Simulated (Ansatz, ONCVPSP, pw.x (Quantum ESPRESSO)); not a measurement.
**What a changed setting does to a pw.x run (bcc P)**

Potential: optimised norm-conserving Vanderbilt (ONCV), ONCVPSP 4.0.1.1 (patched build), PBEsol; core [Ne], reference 3s2 3p3; waves: 3s: rc 1.35 bohr, ncon 3, nbas 7, qcut 6.1 1/bohr, 1 projector; 3p: rc 2.00 bohr, ncon 4, nbas 7, qcut 4.6 1/bohr, 2 projectors, debl 0.35 Ha; d scattering state at 0.31 Ha: rc 2.00 bohr, ncon 3, nbas 8, qcut 5.1 1/bohr, 2 projectors, debl 3.2 Ha; local part: polynomial inside 0.90 bohr (lpopt 4, dvloc0 4 Ha); core correction: Teter function, fcfact 3, rcfact 1.55.

The reference run (k-mesh 15³, cutoffs 50/200 Ry, Fermi–Dirac 0.01 Ry, mixing_beta 0.4, conv_thr 1e-9, no spin) gives -1.64 GPa at 13.798 Å³/atom, where all-electron LAPW gives -1.04 GPa. This run, with its own iteration cap, changes conv_thr to 0.0001.

```
&control
  calculation='scf', prefix='x', pseudo_dir='./', outdir='./tmp', tstress=.true., disk_io='none'
/
&system
  ibrav=0, nat=1, ntyp=1, ecutwfc=50, ecutrho=200, nbnd=9,
  occupations='smearing', smearing='fd', degauss=0.01
/
&electrons
  conv_thr=0.0001, mixing_beta=0.4, electron_maxstep=50
/
ATOMIC_SPECIES
P 1.0 P.UPF
CELL_PARAMETERS angstrom
  -1.51095681 1.51095681 1.51095681
  1.51095681 -1.51095681 1.51095681
  1.51095681 1.51095681 -1.51095681
ATOMIC_POSITIONS crystal
P 0.0000 0.0000 0.0000
K_POINTS automatic
15 15 15 0 0 0
```

```bash
pw.x < P.scf.in > P.scf.out
```

Q: How does the run end?

A: It converges in 3 iterations; the free energy moves by +0.0 meV/atom and the pressure by +0.15 GPa.

```
Message from routine setup:
     using ibrav=0 with symmetry is DISCOURAGED, use correct ibrav instead
     lattice parameter (alat)  =       4.9455  a.u.
     unit-cell volume          =      93.1135 (a.u.)^3
     number of electrons       =         5.00
     number of Kohn-Sham states=            9
     kinetic-energy cutoff     =      50.0000  Ry
     charge density cutoff     =     200.0000  Ry
     scf convergence threshold =      1.0E-04
     Exchange-correlation= PBESOL
     number of k points=   120  Fermi-Dirac smearing, width (Ry)=  0.0100
     iteration #  1     ecut=    50.00 Ry     beta= 0.40
     total energy              =     -14.10928261 Ry
     estimated scf accuracy    <       0.00233740 Ry
     iteration #  2     ecut=    50.00 Ry     beta= 0.40
     total energy              =     -14.10911695 Ry
     estimated scf accuracy    <       0.00066713 Ry
     iteration #  3     ecut=    50.00 Ry     beta= 0.40
     the Fermi energy is    11.7592 ev
!    total energy              =     -14.10916270 Ry
     estimated scf accuracy    <       0.00001041 Ry
     smearing contrib. (-TS)   =      -0.00203480 Ry
     The total energy is F=E-TS. E is the sum of the following terms:
     one-electron contribution =       6.18060211 Ry
     hartree contribution      =       0.18902282 Ry
     xc contribution           =      -4.54479997 Ry
     ewald contribution        =     -15.93195286 Ry
     convergence has been achieved in   3 iterations
          total   stress  (Ry/bohr**3)                   (kbar)     P=      -14.87
     Message from routine punch:
     Nothing written, as per user request (disk_io='none')
```

The run took about 7.3 s on one core of a shared host (Neoverse-N1, 64 threads, 124 GiB, load 42).
